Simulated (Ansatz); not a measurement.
**CH3Si (doublet): wave-function methods side by side at distance Si1–C2 = 2.049 Å, cc-pVTZ**

How much of the correlation energy of CH3Si (doublet) does each wave-function method recover here?

Program: Ansatz 0.2.0, Gaussian basis. Level of theory: cc-pVTZ, core rule «outside noble gas», up to 6 orbitals frozen. These are calculated values, not measurements.

Plan: UHF; CCSD(T) on ROHF; CCSD(T) on UHF; BCCD(T) on ROHF; CCSDT(Q) on ROHF; CCSDT(Q) on UHF; CASSCF and NEVPT2, 3 electrons in 3 orbitals; CASSCF and NEVPT2, 11 electrons in 11 orbitals.

1 further run of the same task is left out (for a known fault of the program). Runs told in other sessions of the task aren't counted.

## Step 1: The geometry

The geometry derives from a PBE0/def2-TZVP stationary point (not a proven minimum). One bond is set to the value named and the two fragments are kept rigid.

5 atoms, charge 0, spin multiplicity 2.

Atoms are counted from 1 here; the program's logs count them from 0.

Bond lengths: Si1–C2 2.049 Å, Si1–H3 1.488 Å, Si1–H4 1.488 Å, Si1–H5 1.492 Å. Angles: C2–Si1–H3 112.5°, C2–Si1–H4 112.5°, C2–Si1–H5 101.7°, H3–Si1–H4 109.7°, H3–Si1–H5 110.2°, H4–Si1–H5 110.2°.

## Step 2: UHF

File in.yaml:

```yaml
crystal:
  periodic: [false, false, false]
  atoms:
    - {symbol: Si, position_ang: [-0.003337, 0.000000, 0.537091]}
    - {symbol: C, position_ang: [0.025325, -0.000001, -1.511709]}
    - {symbol: H, position_ang: [0.629834, -1.216386, 1.114205]}
    - {symbol: H, position_ang: [0.630029, 1.216284, 1.114206]}
    - {symbol: H, position_ang: [-1.468672, 0.000117, 0.819598]}
basis:
  gaussian: {orbitals: cc-pVTZ}
magnetization: {spin_polarized: true, initial_magnetization: 1}
hamiltonian: {xc: hf}
output: {orbitals: {seedname: orbitals}}
```

Run with:

```sh
$ ansatz run in.yaml --threads 1 --pin off --events-out ev --progress --plain --max-ram 2560MiB --backend cpu
```

After this run come: CCSD(T) on ROHF; CCSD(T) on UHF; BCCD(T) on ROHF; CCSDT(Q) on ROHF; CCSDT(Q) on UHF; CASSCF and NEVPT2, 3 electrons in 3 orbitals; CASSCF and NEVPT2, 11 electrons in 11 orbitals.

Before running them: what should the planned runs give, taken together? Wanted: RCCSDT(Q) from the RHF energy; RMP2 from RCCSDT(Q); UMP2 from RCCSDT(Q); RCCSD from RCCSDT(Q); RCCSD(T) from RCCSDT(Q); UCCSD(T) from RCCSDT(Q); UCCSDT(Q) from RCCSDT(Q); NEVPT2 pair from RCCSDT(Q); NEVPT2 valence from RCCSDT(Q).

**Answer**, as computed:

| quantity | value |
| --- | --- |
| RCCSDT(Q) from the ROHF energy | -7.6816 eV |
| RMP2 from RCCSDT(Q) | +1557.3 meV |
| UMP2 from RCCSDT(Q) | +1657.0 meV |
| RCCSD from RCCSDT(Q) | +303.8 meV |
| RCCSD(T) from RCCSDT(Q) | +55.0 meV |
| UCCSD(T) from RCCSDT(Q) | +74.1 meV |
| UCCSDT(Q) from RCCSDT(Q) | -4.6 meV |
| NEVPT2 pair from RCCSDT(Q) | +1479.3 meV |
| NEVPT2 valence from RCCSDT(Q) | +1413.6 meV |
| levels within 1 kcal/mol (43 meV) | RCCSDT, UCCSDT, UCCSDT(Q) |
| T1 diagnostic | 0.019 |
| effectively unpaired electrons | 1.06 |

What this shows: RCCSD(T) misses by +55.0 meV, 0.7 % of the correlation energy. One determinant dominates. Of the multireference levels listed NEVPT2 valence comes nearest in total energy (+1413.6 meV), which doesn't show that its space is the better one. These misses are within one basis, not against nature; the frozen cores of restricted and unrestricted runs differ, which can shift their rows.
